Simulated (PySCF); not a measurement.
Homolysis of single bonds, series Al SiH3-SH. All species are isolated molecules in the gas phase. One relaxed conformer stands for each flexible species; it need not be the lowest. Strings in code marks are SMILES.

The dipole moment from two functionals at the same geometries (r2SCAN-D4/def2-TZVP), both in PySCF: PBE-D3(BJ)/def2-TZVP and r2SCAN-D4/def2-TZVP. 

| species | PBE-D3(BJ)/def2-TZVP (D) |
|---|---|
| whole molecule (`[SiH3][Al]([SiH3])[SiH3]`) | 0.12 |
| radical fragment (`[SiH3]`) | 0.01 |
| radical fragment (`[SiH3][Al][SiH3]`) | 0.69 |
| radical fragment (`[SH]`) | 0.87 |

**Question.** What does r2SCAN-D4/def2-TZVP give for each?

**Answer.** 
- whole molecule (`[SiH3][Al]([SiH3])[SiH3]`): 0.12
- radical fragment (`[SiH3]`): 0.05
- radical fragment (`[SiH3][Al][SiH3]`): 0.74
- radical fragment (`[SH]`): 0.91
Over these rows, drawn at random from the members with no instability flagged (it was tested for open shells, ions and some series alone), PBE minus r2SCAN-D4: mean -0.03 D, from -0.05 D to 0.00 D.
